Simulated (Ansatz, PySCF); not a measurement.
Reaction: H2O (oxidane, SMILES O) + H+ → H3O+ (SMILES [OH3+])
Each species at its own B3LYP-D3(BJ)/def2-TZVP minimum (Ansatz, a quantum-chemistry and plane-wave program).

Total energies in hartree (Ansatz). Open shells are spin-unrestricted; no spin-orbit coupling. Correlated methods leave the cores frozen. No relativity.

```tsv
species	HF/cc-pVTZ	CCSD(T)/cc-pVTZ	HF/cc-pVQZ	CCSD(T)/cc-pVQZ	CCSDT(Q)/cc-pVQZ
1: H2O (oxidane, SMILES O)	-76.05675	-76.33211	-76.06441	-76.35971	-76.36014
2: H3O+ (SMILES [OH3+])	-76.33886	-76.61124	-76.34504	-76.63531	-76.63568
```

**Question.** Work out the proton affinity (enthalpy at 298 K, ideal-gas terms from PySCF's Hessians at B3LYP-D3(BJ)/def2-TZVP), positive where energy is released in kcal/mol: take Hartree-Fock from cc-pVQZ, extrapolate the CCSD(T) correlation energy as X^-3 (X = 3, 4), and add CCSDT(Q) - CCSD(T) in cc-pVQZ. The further terms named in the bracket sum to -0.01064 hartree. 1 hartree = 627.51 kcal/mol.

**Answer.** 
Species 1: correlation (64·(-0.29530) - 27·(-0.27536))/37 = -0.30985; step -0.00043; E1 = -76.06441 + (-0.30985) + (-0.00043) = -76.37469
H+ has no electrons: E = 0
Species 2: correlation (64·(-0.29027) - 27·(-0.27238))/37 = -0.30332; step -0.00037; E2 = -76.34504 + (-0.30332) + (-0.00037) = -76.64873
+1·E1 -1·E2 -0.01064 = 0.26340 hartree = 165.3 kcal/mol. From measured enthalpies of formation at 298 K: 164.8 kcal/mol (Active Thermochemical Tables 1.112 (ions: stationary electron), as tabulated in the package chemicals). The calculations leave out spin-orbit terms. The composite differs from it by +0.5 kcal/mol; core, relativistic and spin-orbit terms are not in it.
